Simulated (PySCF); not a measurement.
Species: hydrogen methyl disulfide, CH₄S₂.
InChI=1S/CH4S2/c1-3-2/h2H,1H3

Torsions of this conformer, `[CH3:1][S:2][SH:3]`: H–S3–S2–C1 88°.

The closed-shell ground state was solved at several levels (PySCF, density fitting, gas phase, non-relativistic). Geometry: PBE0-D3(BJ)/def2-TZVP, one conformer, isolated molecule.

```tsv
level	basis functions	total energy (Eh)	HOMO (eV)	LUMO (eV)	gap (eV)	dipole (D)
CAM-B3LYP/aug-cc-pVTZ	238	-836.9433	-8.30	0.16	8.46	1.78
wB97X-D/aug-cc-pVTZ	238	-836.9317	-8.83	0.82	9.65	1.80
PBE0/pcSseg-2	178	-836.6268	-6.99	-0.59	6.40	1.88
```

Problem. Estimate the row for PBE0/aug-cc-pVTZ, a basis of 238 functions; the other rows only guide the guess.

Solution. Total energy -836.6222 Eh, HOMO -6.98 eV, LUMO -0.70 eV, gap 6.28 eV, dipole 1.79 D.

Problem. Over all these levels, which gives the widest orbital gap and which the narrowest?

Solution. wB97X-D/aug-cc-pVTZ (range-separated hybrid) has the widest, 9.65 eV, and PBE0/aug-cc-pVTZ (global hybrid, 25 % exact exchange) the narrowest, 6.28 eV. The two share the basis. From the narrowest to the widest the HOMO moves by -1.85 eV and the LUMO by +1.52 eV.

Problem. How far do the dipole and the HOMO energy spread over the levels?

Solution. The dipole runs from 1.78 to 1.88 D (mean 1.81 D) and the HOMO from -8.83 to -6.98 eV.

Note: wB97X-D ran without an empirical dispersion term, which enters the total energy and its gradient alone.
